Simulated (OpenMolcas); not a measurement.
# A workflow on BH2Cl (SMILES BCl)

Wanted: a single-point energy (UHF/STO-3G), then the energy (CASSCF(2,2)/STO-3G), then the energy (CASPT2(2,2)/STO-3G), then a single-point energy (SC-NEVPT2(2,2)/STO-3G), then the energy (MRCI(2,2)/STO-3G) of BH2Cl. 

The calculation is run with OpenMolcas 26.06.

3 further runs of the same task are left out: 1 for a known fault of the program, 2 set aside as unsound or not needed.

## 1. Starting point

BH2Cl: 4 atoms, total charge 0, spin state singlet. SMILES: `BCl`. The B1–Cl2 distance was set to 3.033 Å, away from the relaxed value. At this shape a bond of the SMILES string is far longer than usual.

Bond lengths: B1–H3 1.190 Å, B1–H4 1.190 Å. Angles: H3–B1–H4 123.7°. A long bond or contact: B1–Cl2 3.033 Å.

## 2. A single-point energy at UHF/STO-3G (run 1)

coord.xyz

```xyz
4

B     -1.227996     0.334456    -0.672686
Cl     1.365000    -0.395300     0.721200
H     -2.217496    -0.246744    -0.356986
H     -1.197896     1.185556    -1.503986
```

step1.inp

```
* BClH2 Hartree-Fock
>>> EXPORT MOLCAS_PRINT=2
&gateway
baslib=$CurrDir
coord=coord.xyz
basis=STO-3G
group=NoSym
&seward
&scf
uhf
scramble=0.25
prorbitals=1 1
```

The basis set STO-3G is read from a file made from the Basis Set Exchange's data (not shown).

Launch:

```
$ export MOLCAS_MEM=1860
$ pymolcas step1.inp > step1.log
```

Log:

```text
--- Start Module: gateway ---
[...]
--- Stop Module: gateway /rc=_RC_ALL_IS_WELL_ ---
--- Start Module: seward ---
[...]
      Basis functions           16
--- Stop Module: seward /rc=_RC_ALL_IS_WELL_ ---
--- Start Module: scf ---
[...]
       Convergence after  42 Iterations
[...]
::    Total SCF energy                               -479.9605689301
[...]
      Total spin, S                                     0.5653887498
[...]
      Total electronic charge=   24.000000
      Total            charge=   -0.000000
[...]
      Dipole Moment (debye):
      Origin of the operator (angstrom)=    0.6411   -0.1916    0.3321
                   X= -5.6326E-01               Y=  1.5864E-01               Z= -3.0273E-01           Total=  6.5884E-01
      Quadrupole Moment (debye*angstrom):
[...]
--- Stop Module: scf /rc=_RC_ALL_IS_WELL_ ---
[...]
```

Run time: 2.3 s. Hardware: 1 thread of Arm Neoverse V1, shared host; peak memory 0.37 GiB.

## 3. The energy at CASSCF(2,2)/STO-3G (run 2)

coord.xyz is that of step 2.

step2.inp

```
* BClH2 CASSCF

&GATEWAY
  BasLib = $CurrDir
  Coord = coord.xyz
  Basis = STO-3G
  Group = NoSym

&SEWARD

&RASSCF
  FileOrb = $CurrDir/step1.UnaOrb
  Spin = 1
  Nactel = 2 0 0
  Inactive = 11
  Ras2 = 2
  OrbListing = Nothing
```

The basis set STO-3G is read from a file made from the Basis Set Exchange's data (not shown).

Launch:

```
$ export MOLCAS_MEM=1860
$ pymolcas step2.inp > step2.log
```

Log:

```text
--- Start Module: gateway ---
[...]
--- Stop Module: gateway /rc=_RC_ALL_IS_WELL_ ---
--- Start Module: seward ---
[...]
      Basis functions           16
--- Stop Module: seward /rc=_RC_ALL_IS_WELL_ ---
--- Start Module: rasscf ---
[...]
      Number of active orbitals                  2
[...]
      Spin quantum number                      0.0
[...]
      Active orbitals                            2
[...]
      Number of CSFs                             3
[...]
      Number of root(s) required                 1
[...]
      Convergence after  7 iterations
[...]
      printout of CI-coefficients larger than  0.05 for root  1
      energy=    -479.973336
      conf/sym  11     Coeff  Weight
             1  20  -0.88693 0.78665
             3  02   0.46190 0.21335
      Natural orbitals and occupation numbers for root  1
      sym 1:   1.573305   0.426695
      ************************************************************************************************************************
      *                                                    Final results                                                     *
[...]
::    RASSCF root number  1 Total energy:   -479.97333646
[...]
      Total electronic charge=   24.000000
      Total            charge=   -0.000000
[...]
      Dipole Moment (debye):
      Origin of the operator (angstrom)=    0.6411   -0.1916    0.3321
                   X= -1.0146E+00               Y=  2.8561E-01               Z= -5.4544E-01           Total=  1.1868E+00
      Quadrupole Moment (debye*angstrom):
[...]
--- Stop Module: rasscf /rc=_RC_ALL_IS_WELL_ ---
[...]
```

Run time: 1.6 s. Hardware: 1 thread of Arm Neoverse V1, shared host; peak memory 0.37 GiB.

## 4. The energy at CASPT2(2,2)/STO-3G (run 3)

coord.xyz is that of step 3.

step3.inp

```
* BClH2 CASPT2

&GATEWAY
 BasLib=$CurrDir
 Coord=coord.xyz
 Basis=STO-3G
 Group=NoSym

&SEWARD

&RASSCF
 FileOrb=$CurrDir/step2.RasOrb
 Spin=1
 Nactel=2 0 0
 Inactive=11
 Ras2=2
 OrbListing=Nothing

&CASPT2
 Imaginary=0.1
 Frozen=6
```

The basis set STO-3G is read from a file made from the Basis Set Exchange's data (not shown).

Launch:

```
$ export MOLCAS_MEM=1860
$ pymolcas step3.inp > step3.log
```

Log:

```text
--- Start Module: gateway ---
[...]
--- Stop Module: gateway /rc=_RC_ALL_IS_WELL_ ---
[...]
      Basis functions           16
[...]
--- Start Module: rasscf ---
[...]
      Number of active orbitals                  2
[...]
      Spin quantum number                      0.0
[...]
      Active orbitals                            2
[...]
      Number of CSFs                             3
[...]
      Number of root(s) required                 1
[...]
      Convergence after  4 iterations
[...]
      printout of CI-coefficients larger than  0.05 for root  1
      energy=    -479.973336
      conf/sym  11     Coeff  Weight
             1  20  -0.88693 0.78665
             3  02   0.46190 0.21335
      Natural orbitals and occupation numbers for root  1
      sym 1:   1.573304   0.426696
      ************************************************************************************************************************
      *                                                    Final results                                                     *
[...]
::    RASSCF root number  1 Total energy:   -479.97333646
[...]
      Total electronic charge=   24.000000
      Total            charge=   -0.000000
[...]
      Dipole Moment (debye):
      Origin of the operator (angstrom)=    0.6411   -0.1916    0.3321
                   X= -1.0146E+00               Y=  2.8559E-01               Z= -5.4544E-01           Total=  1.1868E+00
      Quadrupole Moment (debye*angstrom):
[...]
--- Stop Module: rasscf /rc=_RC_ALL_IS_WELL_ ---
--- Start Module: caspt2 ---
[...]
 ###    WARNING: User changed nr of frozen orbitals.                         ###
 ###############################################################################
[...]
      E2 (Variational):          -0.0266666032
      Total energy:            -480.0000030631
[...]
      Reference weight:           0.98789
[...]
::    CASPT2 Root  1     Total energy:   -480.00000306
[...]
--- Stop Module: caspt2 /rc=_RC_ALL_IS_WELL_ ---
[...]
```

It took 1.6 s on 1 thread of Arm Neoverse V1, shared host; peak memory 0.37 GiB.

## 5. The energy at SC-NEVPT2(2,2)/STO-3G (run 4)

coord.xyz is that of step 4.

step4.input

```
* BClH2 NEVPT2
>>> EXPORT MOLCAS_PRINT=2
&gateway
baslib=$CurrDir
coord=coord.xyz
basis=STO-3G
group=NoSym
&seward
&rasscf
fileorb=$CurrDir/step2.RasOrb
spin=1
nactel=2 0 0
inactive=11
ras2=2
orblisting=Nothing
&caspt2
sc-nevpt2
frozen=6
```

The basis set STO-3G is read from a file made from the Basis Set Exchange's data (not shown).

Launch:

```
$ export MOLCAS_MEM=1860
$ pymolcas step4.input > step4.log
```

Log:

```text
--- Start Module: gateway ---
[...]
--- Stop Module: gateway /rc=_RC_ALL_IS_WELL_ ---
[...]
      Basis functions           16
[...]
--- Start Module: rasscf ---
[...]
      Number of active orbitals                  2
[...]
      Spin quantum number                      0.0
[...]
      Active orbitals                            2
[...]
      Number of CSFs                             3
[...]
      Number of root(s) required                 1
[...]
      Convergence after  4 iterations
[...]
      printout of CI-coefficients larger than  0.05 for root  1
      energy=    -479.973336
      conf/sym  11     Coeff  Weight
             1  20  -0.88693 0.78665
             3  02   0.46190 0.21335
      Natural orbitals and occupation numbers for root  1
      sym 1:   1.573304   0.426696
      ************************************************************************************************************************
      *                                                    Final results                                                     *
[...]
::    RASSCF root number  1 Total energy:   -479.97333646
[...]
      Total electronic charge=   24.000000
      Total            charge=   -0.000000
[...]
      Dipole Moment (debye):
      Origin of the operator (angstrom)=    0.6411   -0.1916    0.3321
                   X= -1.0146E+00               Y=  2.8559E-01               Z= -5.4544E-01           Total=  1.1868E+00
      Quadrupole Moment (debye*angstrom):
[...]
--- Stop Module: rasscf /rc=_RC_ALL_IS_WELL_ ---
--- Start Module: caspt2 ---
[...]
 ###    WARNING: User changed nr of frozen orbitals.                         ###
 ###############################################################################
[...]
      E2 (Variational):          -0.0262773705
[...]
      E2 (Variational):          -0.0262583024
      Total energy:            -479.9995947623
[...]
      Reference weight:           0.98830
[...]
::    SC-NEVPT2 Root  1     Total energy:   -479.99959476
[...]
--- Stop Module: caspt2 /rc=_RC_ALL_IS_WELL_ ---
[...]
```

Wall time 1.6 s (1 thread of Arm Neoverse V1, shared host); peak memory 0.37 GiB.

## 6. A single-point energy at MRCI(2,2)/STO-3G (run 5)

coord.xyz is that of step 5.

step5.inp

```
&GATEWAY
 BasLib=$CurrDir
 Coord=coord.xyz
 Basis=STO-3G
 Group=NoSym

&SEWARD

&RASSCF
 FileOrb=$CurrDir/step2.RasOrb
 Spin=1
 Nactel=2 0 0
 Inactive=11
 Ras2=2
 OrbListing=Nothing

&MOTRA
 LumOrb
 Frozen=6

&GUGA
 Electrons=12
 Spin=1
 Inactive=5
 Active=2
 CIAll=1

&MRCI
 SDCI
```

The basis set STO-3G is read from a file made from the Basis Set Exchange's data (not shown).

Launch:

```
$ export MOLCAS_MEM=1860
$ pymolcas step5.inp > step5.log
```

Log:

```text
--- Start Module: gateway ---
[...]
--- Stop Module: gateway /rc=_RC_ALL_IS_WELL_ ---
[...]
      Basis functions           16
[...]
      Number of active orbitals                  2
[...]
      Spin quantum number                      0.0
[...]
      Active orbitals                            2
[...]
      Number of CSFs                             3
[...]
      Number of root(s) required                 1
[...]
      Convergence after  4 iterations
[...]
      printout of CI-coefficients larger than  0.05 for root  1
      energy=    -479.973336
      conf/sym  11     Coeff  Weight
             1  20  -0.88693 0.78665
             3  02   0.46190 0.21335
      Natural orbitals and occupation numbers for root  1
      sym 1:   1.573304   0.426696
      ************************************************************************************************************************
      *                                                    Final results                                                     *
[...]
::    RASSCF root number  1 Total energy:   -479.97333646
[...]
      Dipole Moment (debye):
      Origin of the operator (angstrom)=    0.6411   -0.1916    0.3321
                   X= -1.0146E+00               Y=  2.8559E-01               Z= -5.4544E-01           Total=  1.1868E+00
      Quadrupole Moment (debye*angstrom):
[...]
      *** WARNING: Default frozen orbitals is overwritten by user input.
      *** Default values:   6
[...]
--- Start Module: guga ---
[...]
--- Stop Module: guga /rc=_RC_ALL_IS_WELL_ ---
--- Start Module: mrci ---
[...]
       (But an ACPF correction will be computed)
       USE THE DEFAULT ACPF G-VALUE GFAC=  0.16666666666666666
[...]
                      CI ENERGY:  -480.01235719
[...]
                ACPF CORRECTION:    -0.00092334
[...]
      Total electronic charge=   24.000000
      Total            charge=   -0.000000
[...]
     ACPF CORRECTION:     -0.00092334
[...]
  CI State   1     Total energy:   -480.01235719     QDav:     -0.00111328     QACPF:     -0.00092334
[...]
--- Stop Module: mrci /rc=_RC_ALL_IS_WELL_ ---
[...]
```

Wall time 1.8 s (1 thread of Arm Neoverse V1, shared host); peak memory 0.37 GiB.

## 7. Results

```
                                                    quantity          value
                             run 1, UHF/STO-3G: total energy  -479.96057 Eh
                            run 1, UHF/STO-3G: dipole moment         0.66 D
                              run 1, UHF/STO-3G: HOMO energy       -8.60 eV
                              run 1, UHF/STO-3G: LUMO energy        2.03 eV
                            run 1, UHF/STO-3G: HOMO–LUMO gap       10.63 eV
                                     run 1, UHF/STO-3G: ⟨S²⟩          0.885
                     run 2, CASSCF(2,2)/STO-3G: total energy  -479.97334 Eh
   run 2, CASSCF(2,2)/STO-3G: dipole moment (CASSCF density)         1.19 D
                     run 3, CASPT2(2,2)/STO-3G: total energy  -480.00000 Eh
   run 3, CASPT2(2,2)/STO-3G: dipole moment (CASSCF density)         1.19 D
                  run 4, SC-NEVPT2(2,2)/STO-3G: total energy  -479.99959 Eh
run 4, SC-NEVPT2(2,2)/STO-3G: dipole moment (CASSCF density)         1.19 D
                       run 5, MRCI(2,2)/STO-3G: total energy  -480.01236 Eh
     run 5, MRCI(2,2)/STO-3G: dipole moment (CASSCF density)         1.19 D
```

**Reading.** ⟨S²⟩ (run 1, UHF/STO-3G) is 0.89 where a pure singlet has 0.00: the reference is spin-contaminated. Mulliken charges (run 2, CASSCF(2,2)/STO-3G) run from -0.09 on Cl2 to +0.20 on B1; they depend strongly on the basis. Mulliken charges (run 3, CASPT2(2,2)/STO-3G) of the CASSCF density run from -0.09 on Cl2 to +0.20 on B1.
